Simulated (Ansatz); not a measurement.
# AlSi: the cost of one run

Computed with Ansatz 0.2.0, Gaussian basis. Level: def2-QZVPP, all electrons in the functionals, frozen cores in the correlation of double hybrids and RPA.

Plan: wB97M-V, B2PLYP, at charge 0, quartet; charge 0, doublet; charge 0, sextet; charge 1, triplet; charge 1, quintet.

### Step 1. What is computed

The geometry is a PBE0/def2-TZVP stationary point (not a proven minimum).

2 atoms, charge 0, spin multiplicity 4.

Atoms are counted from 1 here; the program's logs count them from 0.

Bond lengths: Si1–Al2 2.416 Å.

No dispersion term is added; wB97M-V holds VV10 nonlocal correlation.

The geometry shown and the zero of energy belong to the point charge 0, quartet. The yardstick, UCCSD(T), and other wave-function levels (R restricted, U unrestricted, valence and pair active spaces) come from earlier runs.

### Step 2. wB97M-V, charge 0, quartet

in.yaml reads:

```yaml
crystal:
  periodic: [false, false, false]
  atoms:
    - {symbol: Si, position_ang: [0.000000, 0.000000, 0.000000]}
    - {symbol: Al, position_ang: [0.000000, 0.000000, 2.416200]}
basis:
  gaussian: {orbitals: "def2-QZVPP.json"}
magnetization: {spin_polarized: true, initial_magnetization: 3}
hamiltonian: {xc: {name: wB97M-V}}
output: {orbitals: {seedname: orbitals}}
```

Launch:

```bash
> ansatz run in.yaml --threads 1 --pin off --events-out ev --progress --plain --max-ram 2393MiB
```

**Question.** How long does this run take on 1 thread of Arm Neoverse V1, shared host, and how much memory does it need?

About 13 s, with a peak of 0.36 GiB.
